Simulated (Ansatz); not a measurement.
**BNH₃ (quartet): wave-function methods side by side at distance B1–H4 along a hydrogen transfer = 1.450 Å, cc-pVDZ**

One table from this session's results is given with a row withheld; the runs are named, their logs left out.

Program: Ansatz 0.2.0, Gaussian basis. Level of theory: cc-pVDZ, core rule «outside noble gas», up to 2 orbitals frozen. These are calculated values, not measurements.

Plan: UHF; CCSD(T) on ROHF; CCSD(T) on UHF; BCCD(T) on ROHF; CISD; CCSDT(Q) on ROHF; CCSDT(Q) on UHF; CASSCF and MRCISD+Q, 5 electrons in 5 orbitals; CASSCF and NEVPT2, 5 electrons in 5 orbitals.

16 further runs of the same task are left out: 8 for a known fault of the program, 4 that didn't finish, 4 set aside as unsound or not needed.

## The geometry

The geometry derives from fragments relaxed apart (PBE0/def2-TZVP) and kept rigid, so it is no stationary point. A hydrogen atom is moved between rigid fragments.

5 atoms, charge 0, spin multiplicity 4.

Atoms are counted from 1 here; the program's logs count them from 0.

Bond lengths: B1–H2 1.193 Å, B1–H3 1.193 Å, B1–H4 1.450 Å. Angles: H2–B1–H3 120.0°, H2–B1–H4 120.0°, H3–B1–H4 120.0°.

The first run:

File in.yaml:

```yaml
crystal:
  periodic: [false, false, false]
  atoms:
    - {symbol: B, position_ang: [-1.434029, 0.000000, 0.000000]}
    - {symbol: H, position_ang: [-2.030762, 1.033571, 0.000000]}
    - {symbol: H, position_ang: [-2.030762, -1.033571, 0.000000]}
    - {symbol: H, position_ang: [0.015971, 0.000000, 0.000000]}
    - {symbol: N, position_ang: [1.397971, 0.000000, 0.000000]}
basis:
  gaussian: {orbitals: cc-pVDZ}
magnetization: {spin_polarized: true, initial_magnetization: 3}
hamiltonian: {xc: hf}
output: {orbitals: {seedname: orbitals}}
```

Command:

```bash
> ansatz run in.yaml --threads 1 --pin off --events-out ev --progress --plain --max-ram 2393MiB
```

Steps of the session up to this table: UHF; CCSD(T) on ROHF; CCSD(T) on UHF; BCCD(T) on ROHF; CISD; CCSDT(Q) on ROHF; CCSDT(Q) on UHF; CASSCF and MRCISD+Q, 5 electrons in 5 orbitals; CASSCF and NEVPT2, 5 electrons in 5 orbitals.

One of the session's tables, all rows but one given; the rest of the session is left out.

```
       method  from UCCSDT(Q) (kJ/mol)
         ROHF                   +611.9
          UHF                   +585.6
         RMP2                   +125.9
         UMP2                   +123.0
         CISD                    +51.2
        RCCSD                    +13.2
        UCCSD                    +12.7
     RCCSD(T)                     +2.9
     UCCSD(T)                     +2.7
      BCCD(T)                     +2.9
       RCCSDT                     +0.6
       UCCSDT                        ?
    RCCSDT(Q)                     +0.2
    UCCSDT(Q)                        0
  CASSCF pair                   +547.5
  NEVPT2 pair                   +114.8
  MRCISD pair                    +42.4
MRCISD+Q pair                     +1.7
```

Q: Estimate the row for UCCSDT from the others.

As computed: from UCCSDT(Q) (kJ/mol): +0.5. In the column «from UCCSDT(Q) (kJ/mol)» it lies between RCCSDT(Q) (+0.2) and RCCSDT (+0.6).

Limits of these values: Restricted and unrestricted rows rest on different reference determinants; where their highest levels disagree by more than a few hundredths of an eV, they describe different states and don't form one ladder.
